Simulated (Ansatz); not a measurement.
This geometry of C3H2O2 (7 atoms, charge 0, multiplicity 1) is a first-order saddle point.

Computed with Ansatz 0.2.0, RKS r2SCAN-D4/def2-SVP.

```xyz
7
Properties=species:S:1:pos:R:3
C -0.339 0.231 1.780
C -0.264 -0.026 0.593
C -0.167 -0.369 -0.812
O -0.643 -1.364 -1.286
O 0.468 0.589 -1.557
H -0.413 0.456 2.829
H 1.419 0.415 -1.593
```

Q: Which two structures does it join? (They come from a converged band through this point; their orientation in space is the band's.)

A: No bond is made or broken. The dihedral O4–C3–O5–H7 goes from 0 to -180°.

Initial state:

```xyz
7
Properties=species:S:1:pos:R:3
C -0.663 0.289 1.783
C -0.285 0.039 0.656
C 0.112 -0.336 -0.687
O -0.296 -1.314 -1.267
O 0.992 0.537 -1.209
H -0.996 0.513 2.780
H 1.198 0.206 -2.102
```

Final state:

```xyz
7
Properties=species:S:1:pos:R:3
C -0.535 0.342 1.600
C -0.268 -0.059 0.483
C 0.025 -0.573 -0.850
O -0.463 -1.572 -1.303
O 0.902 0.174 -1.550
H -0.779 0.685 2.589
H 1.179 0.935 -1.015
```

Q: How far does it lie above each of them?

A: 0.55 eV above the first and 0.41 eV above the second. This is the barrier of this one path; another mechanism may lie lower.

Time of the run: 95 s on 2 threads of Intel(R) Xeon(R) 6975P-C (Granite Rapids) (shared host), peak memory 0.16 GiB.
